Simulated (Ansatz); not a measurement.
System: bcc V. Method: r²SCAN-D4 in Ansatz (PAW).

Run with plane-wave cutoff 560 eV, 26×26×26 k mesh, Fermi–Dirac smearing 0.05 eV, no spin polarisation, scalar-relativistic PAW data made under PBE.

Pressure at four volumes; x = ln(V/13.187 Å³). One pressure is withheld.

| V (Å³/atom) | x | P (GPa) |
|---|---|---|
| 12.396 | -0.0619 | ? |
| 12.660 | -0.0408 | 8.59 |
| 13.187 | 0.0000 | -0.04 |
| 13.979 | 0.0583 | -10.27 |

### Question
Pass a parabola P(x) through the three rows shown, estimate the bulk modulus and its pressure derivative near zero pressure, and predict the withheld pressure.

### Answer
Slopes between the rows: (-0.04 − (8.59))/(0.0000 − (-0.0408)) = -211.52 and (-10.27 − (-0.04))/(0.0583 − (0.0000)) = -175.47 GPa. Their difference over the span 0.0991 is c = 36.05/0.0991 = 363.8 GPa, so P(x) = 8.59 + (-211.52)(x − (-0.0408)) + 363.8 (x − (-0.0408))(x − (0.0000)). At the middle row B = −dP/dx = −[-211.52 + 363.8 × 0.0408] = 196.7 GPa, and B′ = dB/dP = 2c/B = 3.7. At x = -0.0619 the parabola gives 13.53 GPa; the run gives 13.55 GPa. The Birch–Murnaghan fit to the energies at all volumes has B0 = 196 GPa and B′ = 3.7.

Measured, for comparison: bulk modulus 161 GPa (corrected for temperature and zero-point phonon effects, sources range from 159 to 166; as tabulated in Levämäki et al. (2014), arXiv:1402.3671). Computed less measured: bulk modulus +22 % (+18 % to +23 % over the range).

Ansatz is a quantum-chemistry and plane-wave program.
